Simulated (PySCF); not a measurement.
Species: C₂ClF₃.
SMILES: `FC(F)=C(F)Cl`

Level: PBE0/def2-SVPD in PySCF, non-relativistic, on one gas-phase PBE0-D3(BJ)/def2-SVP geometry that isn't relaxed in the solvent. The solvent is an IEF-PCM continuum (van der Waals radii × 1.2), and excitations are vertical TDDFT with non-equilibrium linear response and a frozen core. Only the electrostatic response of the medium enters.

Gas-phase singlets (H = HOMO, L = LUMO):

```tsv
state	E (eV)	λ (nm)	f	leading configurations
S1	6.019	206	0.000	H→L+1 95%
S2	6.658	186	0.001	H→L+2 97%
S3	7.400	168	0.000	H→L+3 86%
S4	7.459	166	0.382	H→L 92%
S5	8.199	151	0.016	H→L+4 89%
```

**Question.** What are the lowest 5 singlets in benzene (ε = 2.271)?

**Answer.** 
```
state  E (eV)  λ (nm)      f  leading configurations  change by rank (eV)
   S1   6.014     206  0.000               H→L+1 95%               -0.005
   S2   6.624     187  0.001               H→L+2 97%               -0.034
   S3   7.303     170  0.472                 H→L 94%               -0.097
   S4   7.378     168  0.000               H→L+3 86%               -0.081
   S5   8.145     152  0.021               H→L+4 89%               -0.054
```

**Question.** What are the lowest 5 singlets in tetrahydrofuran (ε = 7.426)?

**Answer.** 
```csv
state,E (eV),λ (nm),f,leading configurations,change by rank (eV)
S1,6.016,206,0.000,H→L+1 95%,-0.003
S2,6.626,187,0.001,H→L+2 97%,-0.032
S3,7.331,169,0.459,H→L 93%,-0.069
S4,7.361,168,0.002,H→L+3 85%,-0.098
S5,8.111,153,0.019,"H→L+4 89%, H→L+3 8%",-0.088
```

**Question.** How do the frontier levels move from gas to tetrahydrofuran?

**Answer.** 
```
orbital  gas (eV)  solvent (eV)  change (eV)
 LUMO+2      0.42          0.53        +0.11
 LUMO+1      0.14          0.28        +0.14
   LUMO      0.02          0.16        +0.14
   HOMO     -7.60         -7.47        +0.13
 HOMO-1    -10.20        -10.11        +0.09
 HOMO-2    -10.86        -10.75        +0.11
 HOMO-3    -12.34        -12.25        +0.09
```

The HOMO–LUMO gap goes from 7.62 to 7.63 eV.

The run took 8.7 s on one thread of an Arm Neoverse V2 (shared host). This is the whole response run at PBE0/def2-SVPD in tetrahydrofuran, SCF included.
